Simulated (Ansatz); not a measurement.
A made-up structure of CH$_{6}$B$_{2}$, closed shell:

```
9
angstrom
B -0.6471 0.8264 -1.2303
B 0.6521 -0.8387 0.7268
C -0.2352 0.3727 0.2893
H -1.6329 0.4150 -1.7794
H -0.0013 1.6247 -1.8536
H -0.6329 0.9651 1.0733
H -0.0218 -1.5598 1.3170
H 1.1579 -1.4330 -0.1178
H 1.4515 -0.5028 1.4822
```

It is relaxed with PBE-D4/def2-SVP and then PBE0-D4/def2-TZVP (Ansatz 0.2.0). Atoms count as bonded within 1.22 times the sum of their covalent radii (H–H: 0.88 Å). The end point is not checked to be a true minimum.

**Question.** Does its bonding change? (Judge from chemistry; the calculation decides.)

**Answer.** By the calculation: Yes. Formed: C3–H7; broken: B2–H7.

Where it ends: The first stage lowers the energy by 2.44 eV in 21 steps. It ends as CH₆B₂ ([BH2][CH2][BH2]):
B1  (-0.549, 0.635, -0.977)
B2  (0.911, -0.760, 0.537)
C3  (-0.319, 0.183, 0.489)
H4  (-0.785, -0.181, -1.820)
H5  (-0.481, 1.788, -1.291)
H6  (-0.312, 0.987, 1.223)
H7  (-1.159, -0.517, 0.655)
H8  (0.898, -1.785, -0.082)
H9  (1.886, -0.480, 1.172)
(Å)

Labels in which every atom is bracketed show which atoms are joined, not bond orders.

For scale, one of the runs: PBE0-D4/def2-TZVP relaxation, 129 basis functions, launched by `ansatz run in.yaml --threads 2 --pin off --events-out ev --progress --plain --max-ram 4352MiB`. Hardware: 2 CPU threads of an Intel Xeon 6975P-C, shared host. Wall time about 9.5 s.
